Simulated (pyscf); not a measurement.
## Routes from F–GaH₂

Candidate steps break at most two bonds and form at most two. Each was searched with GFN2-xTB (tblite) first. Optimised with ωB97X-D3(BJ)/def2-SVP in PySCF. Energies: ωB97M-D3(BJ)/def2-TZVP, eV, from the reactant's lowest minimum found, singlet surface; ΔG‡ with ideal gas, 1 atm, RRHO with modes under 100 cm⁻¹ raised to 100, one conformer, R ln 2 for chiral ones without a mode under 150 cm⁻¹.

| products | type | ΔE‡ | ΔE | ΔG‡ 298 K | ΔG‡ 900 K | ν‡ (cm⁻¹) |
|---|---|---|---|---|---|---|
| GaH [singlet] + HF | 1,1-elimination | 2.56 | +1.71 | 2.46 | 2.43 | 1393i |
| F–Ga [singlet] + H₂ | 1,1-elimination | 3.42 | -0.09 | 3.30 | 3.28 | 1735i |

Plain bond fissions and candidates not yet searched are not listed, and one of them may be faster. Each barrier is that of the saddle found; lower ones may exist. A restricted solution here is unstable towards spin polarisation, so biradical character is likely and single-reference numbers are less safe. Elements up to Kr have no core potential and no relativistic terms here.
